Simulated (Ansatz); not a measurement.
# CF3+: small, medium and large basis sets

How large a basis does CF3+ need? Two functionals are run in growing sets.

Program: Ansatz 0.2.0, Gaussian basis. Level of theory: one geometry, several basis sets. These are calculated values, not measurements.

Levels to be run: PBE0-D4/def2-SVP; ωB97M-V/def2-SVP; PBE0-D4/def2-QZVPP; ωB97M-V/def2-QZVPP; the functionals' def2-TZVPP values are taken from earlier runs.

**1. The relaxed structure**

All runs share one geometry, relaxed beforehand with PBE0-D4 in a triple-zeta def2 set.

SMILES `F[C+](F)F`, 4 atoms, charge 1, spin multiplicity 1.

Atoms are counted from 1 here; the program's logs count them from 0.

Bond lengths: F1–C2 1.230 Å, C2–F3 1.230 Å, C2–F4 1.230 Å. Angles: F1–C2–F3 120.0°, F1–C2–F4 120.0°, F3–C2–F4 120.0°.

**2. PBE0-D4 in def2-SVP**

Input file in.yaml:

```yaml
crystal:
  periodic: [false, false, false]
  atoms:
    - {symbol: F, position_ang: [0.698592, -0.114630, 1.005430]}
    - {symbol: C, position_ang: [0.000002, 0.000001, -0.000001]}
    - {symbol: F, position_ang: [-0.609544, -0.973367, -0.439397]}
    - {symbol: F, position_ang: [-0.089041, 1.087997, -0.566032]}
basis:
  gaussian: {orbitals: def2-SVP}
total_charge: 1
hamiltonian: {xc: pbe0, dispersion: d4}
output: {orbitals: {seedname: orbitals}}
```

The runs that follow: ωB97M-V in def2-SVP; PBE0-D4 in def2-QZVPP; ωB97M-V in def2-QZVPP.

Q: Predict the results of all the runs planned. Wanted: PBE0-D4: double and triple zeta above quadruple; ωB97M-V: double and triple zeta above quadruple.

As calculated:

| quantity | value |
| --- | --- |
| PBE0-D4: double and triple zeta above quadruple | 11.57, 0.46 eV |
| ωB97M-V: double and triple zeta above quadruple | 11.73, 0.43 eV |

In words: For PBE0-D4 the step from double to triple zeta gains 11.12 eV and the next only 0.46 eV. These are total energies; as a rule much of such shifts cancels in differences, which this series doesn't test.
